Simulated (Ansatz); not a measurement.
`CCC(CC)C(C)C` and `CCCC(C)C` differ in one atom or group.

Ansatz, PBE0-D4/def2-TZVP geometries, multiplicity 1. Each molecule was computed in one conformer, which needn't be the lowest.

```csv
property,`CCC(CC)C(C)C`
size of the dipole moment (ωB97M-V/def2-TZVPP) / D,0.04
HOMO energy (ωB97M-V/def2-TZVPP) / eV,-10.63
HOMO–LUMO gap (PBE/def2-TZVPP) / eV,7.34
HOMO energy (PBE0/def2-TZVPP) / eV,-8.36
LUMO energy (PBE0/def2-TZVPP) / eV,1.11
LUMO energy (PBE/def2-TZVPP) / eV,0.31
```

Question: Give the same properties after the change, and the shifts. (An estimate is asked.)

Answer: The calculation gave: 
```tsv
property	`CCCC(C)C`	shift
size of the dipole moment (ωB97M-V/def2-TZVPP) / D	0.10	0.06
HOMO energy (ωB97M-V/def2-TZVPP) / eV	-10.88	-0.25
HOMO–LUMO gap (PBE/def2-TZVPP) / eV	7.58	0.24
HOMO energy (PBE0/def2-TZVPP) / eV	-8.58	-0.22
LUMO energy (PBE0/def2-TZVPP) / eV	1.14	0.03
LUMO energy (PBE/def2-TZVPP) / eV	0.34	0.03
```
